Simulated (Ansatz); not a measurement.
**How far each method lies from UCCSDT(Q) for [OH···H···N], quartet**

Geometry: a point of a hydrogen-transfer path between rigid fragments, not a stationary point.

| atom | x (Å) | y (Å) | z (Å) |
| --- | --- | --- | --- |
| O | -1.1429 | -0.0292 | 0.0000 |
| H | -1.3922 | 0.8974 | 0.0000 |
| H | -0.1039 | -0.0292 | 0.0000 |
| N | 1.4131 | -0.0292 | 0.0000 |

Basis cc-pVTZ; Ansatz 0.2.0. Only valence electrons are correlated (noble-gas cores frozen), which leaves 13 electrons in 86 orbitals. Prefix R: restricted or restricted open-shell reference; prefix U: unrestricted. Active spaces: valence = (13e, 10o) chosen from the atoms' valence shells; pair = (5e, 5o) about the gap.

Full CI isn't at hand for all of this; UCCSDT(Q) serves as the reference, and is uncertain by about the last step of the cluster series. The frozen core follows each run's orbitals, which can shift R against U totals by a few meV.

For open shells CISD is restricted-active-space CI with the open shells as a complete middle space.

* UHF ⟨S²⟩: 3.761
* T1 diagnostic (RCCSD): 0.0173
* largest doubles amplitude (RCCSD): 0.037
* T1 diagnostic (UCCSD): 0.0115

| level | E − E(RHF) (eV) |
| --- | --- |
| UHF | -0.1235 |
| RMP2 | -10.1114 |
| UMP2 | -10.1289 |
| RCCSD | -10.6910 |
| UCCSD | -10.6964 |
| RCCSD(T) | -11.0058 |
| UCCSD(T) | -11.0093 |

Task: Estimate how far UCCSDT(Q) in cc-pVTZ lies from RCCSD(T). The table doesn't fix it; the size of (T) and the diagnostics are the guide.

Result: UCCSDT(Q) in cc-pVTZ lies 0.73 kcal/mol below RCCSD(T), which is 10 % of the (T) step (-7.26 kcal/mol). The diagnostics are small and one determinant leads, so the series closes fast and only a small part of (T) is left.

The other levels:

```tsv
level	E − E(UCCSDT(Q)) (kcal/mol)	share of correlation (%)	wall time
CISD	24.69	90.30	91 s
BCCD(T)	0.71	99.72	2.7 s (H100)
RCCSDT	0.41	99.84	–
UCCSDT	0.33	99.87	–
RCCSDT(Q)	0.10	99.96	35 s (H100)
CASSCF (pair space)	240.31	5.59	–
NEVPT2 (pair space)	22.62	91.11	1.8 s (H100)
CASSCF (valence space)	218.28	14.24	–
NEVPT2 (valence space)	33.69	86.76	3.8 s
```

The correlation energy at UCCSDT(Q), counted from RHF, is -11.037 eV. That run took 16 s on 2 threads of AMD EPYC 7R13 with a shared H100 80 GB, shared host.

Times hold each run's SCF and search for its determinant on a shared host, so for small cases they say little of a method's own cost; rows without a card ran on 1 thread of AMD EPYC 7R13.

Natural occupations of CASSCF (valence space) about the gap: 1.978 1.974 1.002 1.000 1.000 0.026 0.023; effectively unpaired electrons, Σ n²(2−n)², 3.01.
